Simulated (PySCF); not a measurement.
How the method moves the HOMO and LUMO of `CSC=C(C)C`

C₅H₁₀S.
Geometry (PBE0-D3(BJ)/def2-SVP, Å), atoms numbered from 1 in this order:
```
atom  x, y, z in Å
C1     2.8672   -0.4353   -0.3519
S2     1.3599   -0.6264    0.6192
C3     0.2085    0.1738   -0.4414
C4    -1.0975    0.3401   -0.1746
C5    -1.7306   -0.1470    1.0919
C6    -2.0016    1.0331   -1.1488
H7     2.7851   -0.9405   -1.3255
H8     3.1194    0.6249   -0.5000
H9     3.6729   -0.9111    0.2235
H10    0.6286    0.5478   -1.3813
H11   -2.1904    0.6891    1.6462
H12   -2.5403   -0.8646    0.8745
H13   -1.0108   -0.6409    1.7601
H14   -2.8270    0.3705   -1.4629
H15   -1.4649    1.3593   -2.0511
H16   -2.4714    1.9209   -0.6904
```

Basis pcSseg-1 throughout (PySCF), one geometry. Isolated species at its PBE0-D3(BJ)/def2-SVP geometry (one conformer only).

Task: How do the orbital energies, the gap and the dipole change with the method?

Result: 
| method | kind | HOMO (eV) | LUMO (eV) | gap (eV) | μ (D) | SCF cycles |
| --- | --- | --- | --- | --- | --- | --- |
| BLYP | GGA | -4.47 | -0.28 | 4.19 | 1.11 | 15 |
| PBE | GGA | -4.63 | -0.43 | 4.20 | 1.16 | 14 |
| OPBE | GGA | -4.63 | -0.35 | 4.28 | 1.21 | 15 |
| BP86 | GGA | -4.73 | -0.51 | 4.22 | 1.18 | 14 |
| LDA | LDA | -4.74 | -0.60 | 4.13 | 1.19 | 14 |
| HF | Hartree–Fock | -8.00 | 4.19 | 12.20 | 1.40 | 11 |

The HOMO spans 3.53 eV, from BLYP down to HF, and the gap runs from 4.13 eV (LDA) to 12.20 eV (HF). The dipole ranges from 1.11 D (BLYP) to 1.40 D (HF). This basis has no diffuse functions.
